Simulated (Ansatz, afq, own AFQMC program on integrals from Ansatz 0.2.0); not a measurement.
# PF, triplet: AFQMC among the cluster methods

```xyz
2

F     0.0000    0.0000    0.0000
P     0.0000    0.0000    1.4170
```

Basis cc-pVDZ. Noble-gas cores (and the filled d shells of Ga–Kr and In–Xe) are frozen. Ansatz 0.2.0 and our own AFQMC program on the same integrals; the CISD trial comes from CCSD amplitudes, and released means the phaseless constraint is let go. Free projection: walkers drawn from exp(T), propagated without any constraint. Its projection time is finite, and what remains of the start isn't in its error. Error bars are statistical, one sigma.

Determinant: ROHF, the one that the program's search chose, which needn't be the lowest solution. The geometry is a point of a scan.

No full CI on the walks' own integrals is used here; CCSDT(Q) serves as the reference and is uncertain by about the last step of the cluster series.

Cautions: lower spins were not checked; the ph-AFQMC/CISD walk drifts between its halves (2.1 errors).

The T1 diagnostic is 0.0178. The weight of the determinant in the CISD state is 0.912 and the size of the correlated space is 12 electrons in 26 orbitals.

Reference: CCSDT(Q), correlation energy -7.760 eV. The released energy is read at 2.40 1/Eh (meV from the phaseless value at times in 1/Eh: 4 ± 13 at 0.24, 10 ± 11 at 0.51, -26 ± 14 at 0.99, -2 ± 14 at 1.62, -27 ± 18 at 2.40).

```json
{"level": "HF", "E − E(reference) (kJ/mol)": "748.8", "share of correlation (%)": "0.00"}
{"level": "MP2", "E − E(reference) (kJ/mol)": "57.0", "share of correlation (%)": "92.39"}
{"level": "CCSD", "E − E(reference) (kJ/mol)": "14.6", "share of correlation (%)": "98.05"}
{"level": "CCSD(T)", "E − E(reference) (kJ/mol)": "2.2", "share of correlation (%)": "99.71"}
{"level": "CCSDT", "E − E(reference) (kJ/mol)": "1.1", "share of correlation (%)": "99.85"}
{"level": "ph-AFQMC/HF", "E − E(reference) (kJ/mol)": "5.2 ± 6.0", "share of correlation (%)": "99.30"}
{"level": "ph-AFQMC/CISD", "E − E(reference) (kJ/mol)": "1.1 ± 1.1", "share of correlation (%)": "99.85"}
{"level": "released AFQMC", "E − E(reference) (kJ/mol)": "-1.5 ± 1.7", "share of correlation (%)": "100.21"}
{"level": "free AFQMC", "E − E(reference) (kJ/mol)": "1.8 ± 1.5", "share of correlation (%)": "99.76"}
```

Free projections are given only where their last times agree within the noise and don't stop above the reference; a slow remainder of the start can still hide under it. A walk keeps the symmetry of its determinant, which the program's search chose and which needn't be the lowest solution, so a lower state of the same spin and another symmetry isn't excluded. Released energies are given only where the last usable release times agree within the noise; a slower fall can still hide under it.
